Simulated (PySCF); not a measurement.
Compound: C6H10.
Numbering: `[CH2:1]=[CH:2][C@@H:3]1[CH2:4][C@H:5]1[CH3:6]` (hydrogens: H7, H8 on C1; H9 on C2; H10 on C3; H11, H12 on C4; H13 on C5; H14, H15, H16 on C6)

Structure optimised with GFN2-xTB, isolated species.

Task: List the bond lengths, angles and torsions at this level.

Result: 
```csv
bond,length (pm)
C1=C2,132.3
C2–C3,146.8
C3–C4,151.0
C4–C5,149.4
C5–C6,150.7
C3–C5,151.0
C1–H7,107.6
C1–H8,107.8
C2–H9,108.3
C3–H10,108.3
C4–H11,108.0
C4–H12,108.0
C5–H13,108.4
"C6–H14, C6–H15, C6–H16",108.9
```

Bonds in one row agree within 1 pm and their mean is given. A selection of angles:
```csv
angle,degrees
C2–C1–H7,122.0
C2–C1–H8,121.6
H7–C1–H8,116.4
C1–C2–C3,124.3
C1–C2–H9,120.2
C3–C2–H9,115.5
C2–C3–C4,119.7
C2–C3–C5,119.9
C2–C3–H10,114.3
C4–C3–C5,59.3
C4–C3–H10,116.5
C5–C3–H10,116.5
C3–C4–C5,60.4
C3–C4–H11,117.6
C3–C4–H12,117.9
C5–C4–H11,118.3
C5–C4–H12,118.8
H11–C4–H12,113.8
C4–C5–C6,120.3
C4–C5–H13,116.7
C6–C5–H13,113.7
C3–C5–C4,60.4
C3–C5–C6,119.7
C3–C5–H13,116.1
C5–C6–H14,110.6
C5–C6–H16,110.4
H14–C6–H15,108.5
```

Dihedral angles: C1–C2–C3–C4 -146° (anticlinal); C2–C3–C4–C5 -109° (anticlinal); C3–C4–C5–C6 -109° (anticlinal); C2–C3–C5–C4 109° (anticlinal).

The 3-membered ring C3–C4–C5 has internal angles of 59.3° to 60.4°. The 6 C–C bonds span 1.323 Å (C1=C2, drawn double) to 1.510 Å (C3–C5, drawn single), a spread of 0.187 Å. Of the pairs four or more bonds apart, H8···H10 is among the closest relative to their van der Waals radii: 2.47 Å, 103 % of the sum of Bondi's values.

Point group: C1 (no symmetry element, even within 0.4 Å). No GFN2-xTB frequencies stand behind this structure, so it isn't proved a minimum. One conformer, not necessarily the lowest.

All values are computed, not measured.
